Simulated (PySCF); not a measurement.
**Bonding in `C=C[C@H](C)[S-]`**

Species: C4H7S (charge -1).
Atom-mapped SMILES: `[CH2:1]=[CH:2][C@H:3]([CH3:4])[S-:5]` (hydrogens: H6, H7 on C1; H8 on C2; H9 on C3; H10, H11, H12 on C4)

Structure used (GFN2-xTB), in Å, numbered top down from 1:
```
atom  x, y, z in Å
C1     2.0183   -0.2546   -0.1030
C2     0.8009    0.1776   -0.4209
C3    -0.3609    0.2380    0.4933
C4    -1.6385   -0.3241   -0.1246
S5    -0.5183    2.0225    0.8278
H6     2.8579   -0.1598   -0.7767
H7     2.2328   -0.6748    0.8679
H8     0.6259    0.6203   -1.3952
H9    -0.1455   -0.2795    1.4394
H10   -1.8572    0.2011   -1.0537
H11   -2.4765   -0.1735    0.5551
H12   -1.5377   -1.3939   -0.3354
```

Bond orders from the PBE0/pcSseg-1 density (PySCF). Isolated species at its GFN2-xTB geometry (one conformer only). The pcSseg-1 basis has no diffuse functions, a weakness for an anion. The HOMO energy is positive at this level (+0.29 eV), so the outermost electrons may be held by the finite basis alone.

(1) Where do the orders between heavy atoms depart from those drawn in the SMILES?

(2) Give the Mayer order of every bond between heavy atoms, beside its length.

Answers

(1) The largest departure is 0.114, at C1–C2 (drawn double, 1.886).

(2) 
```csv
bond,drawn as,length (Å),Mayer order
C1–C2,double,1.330,1.886
C2–C3,single,1.480,0.988
C3–C4,single,1.526,0.984
C3–S5,single,1.822,1.054
```

By pair of heavy elements: C–C: lowest C3–C4 (0.984, 1.526 Å), highest C1–C2 (1.886, 1.330 Å).

And the bonds to hydrogen?

C–H: 0.95 to 0.97 (7 bonds).

Sum the orders of all bonds at each heavy atom with more than one neighbour and set the sums beside the valence in the SMILES.

C1 3.800 (drawn 4), C2 3.827 (drawn 4), C3 3.975 (drawn 4), C4 3.874 (drawn 4). Orders between atoms that aren't bonded are not in these sums.

For a closed shell the Mayer order of atoms A and B is Σ (PS)μν (PS)νμ over the basis functions μ on A and ν on B, with P the density and S the overlap matrix.
